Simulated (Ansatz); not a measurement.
# C5H12: geometry at several levels

Aim: geometry at several levels, for C5H12, with the cost of each level.

Program: Ansatz 0.2.0. Level of theory: the levels named in each step. These are calculated values, not measurements.

**1. Starting point**

Bond lengths (14 of 16 bonds, heavy atoms first): C1–C2 1.529 Å, C2–C3 1.531 Å, C2–C4 1.530 Å, C2–C5 1.530 Å, C1–H6 1.088 Å, C1–H7 1.085 Å, C1–H8 1.090 Å, C3–H9 1.085 Å, C3–H10 1.086 Å, C3–H11 1.088 Å, C4–H12 1.088 Å, C4–H13 1.090 Å, C4–H14 1.085 Å, C5–H15 1.091 Å. Angles (14 of 30 angles, heavy atoms first): C1–C2–C3 109.6°, C1–C2–C4 109.5°, C1–C2–C5 109.4°, C3–C2–C4 109.3°, C3–C2–C5 109.5°, C4–C2–C5 109.5°, C2–C1–H6 110.6°, C2–C1–H7 110.7°, C2–C1–H8 110.5°, C2–C3–H9 110.8°, C2–C3–H10 110.7°, C2–C3–H11 110.6°, C2–C4–H12 110.6°, C2–C4–H13 110.4°.

As a file:

```xyz
17

C    -0.3470   -0.4557    1.4187
C     0.0000   -0.0007    0.0008
C     0.1328    1.5238   -0.0301
C    -1.1097   -0.4318   -0.9606
C     1.3238   -0.6363   -0.4279
H    -1.2876   -0.0153    1.7426
H    -0.4462   -1.5352    1.4625
H     0.4325   -0.1527    2.1176
H     0.3794    1.8688   -1.0288
H    -0.7995    1.9962    0.2666
H     0.9192    1.8527    0.6460
H    -2.0596    0.0138   -0.6729
H    -1.2221   -1.5159   -0.9505
H    -0.8833   -0.1199   -1.9749
H     1.2433   -1.7243   -0.4194
H     2.1254   -0.3420    0.2463
H     1.5902   -0.3203   -1.4364
```

**2. A rough first relaxation, PBE-D4/def2-SVP**

input.yaml

```yaml
crystal:
  periodic: [false, false, false]
  atoms:
    - { symbol: C, position_ang: [-0.34696, -0.45566, 1.41868] }
    - { symbol: C, position_ang: [0.0, -0.00071, 0.00079] }
    - { symbol: C, position_ang: [0.13279, 1.52385, -0.03009] }
    - { symbol: C, position_ang: [-1.10969, -0.43182, -0.96061] }
    - { symbol: C, position_ang: [1.32385, -0.63634, -0.42794] }
    - { symbol: H, position_ang: [-1.28761, -0.01531, 1.74262] }
    - { symbol: H, position_ang: [-0.44624, -1.53523, 1.46247] }
    - { symbol: H, position_ang: [0.43254, -0.15275, 2.11765] }
    - { symbol: H, position_ang: [0.37936, 1.86883, -1.02881] }
    - { symbol: H, position_ang: [-0.7995, 1.99615, 0.26656] }
    - { symbol: H, position_ang: [0.9192, 1.85275, 0.64596] }
    - { symbol: H, position_ang: [-2.05958, 0.01382, -0.67291] }
    - { symbol: H, position_ang: [-1.22209, -1.51588, -0.95051] }
    - { symbol: H, position_ang: [-0.88335, -0.11994, -1.97489] }
    - { symbol: H, position_ang: [1.24327, -1.72432, -0.41939] }
    - { symbol: H, position_ang: [2.12538, -0.34201, 0.24629] }
    - { symbol: H, position_ang: [1.59025, -0.32031, -1.43644] }
basis:
  gaussian: { orbitals: def2-SVP }
hamiltonian:
  xc: pbe
  dispersion: d4
relax:
  f_tol: 0.03
  max_steps: 200
```

On the command line:

```sh
$ ansatz run input.yaml --threads 4 --pin off --max-ram 10240MiB --backend cpu --events-out ev --progress --plain --runs-dir out
```

The runs that follow: Relaxation, HF/STO-3G; Relaxation, HF/6-31G*; Relaxation, LDA/def2-SVP; Relaxation, PBE-D4/def2-SVP.

**Question.** What will these runs give? Wanted: C1–C2 at PBE-D4/def2-SVP; C2–C3 at PBE-D4/def2-SVP; C2–C4 at PBE-D4/def2-SVP.

As calculated:

| quantity | value |
| --- | --- |
| C1–C2 at PBE-D4/def2-SVP | 1.540 Å |
| C2–C3 at PBE-D4/def2-SVP | 1.540 Å |
| C2–C4 at PBE-D4/def2-SVP | 1.540 Å |

What this shows: The C–C distance spreads over 0.030 Å, from LDA/def2-SVP (shortest) to HF/STO-3G.
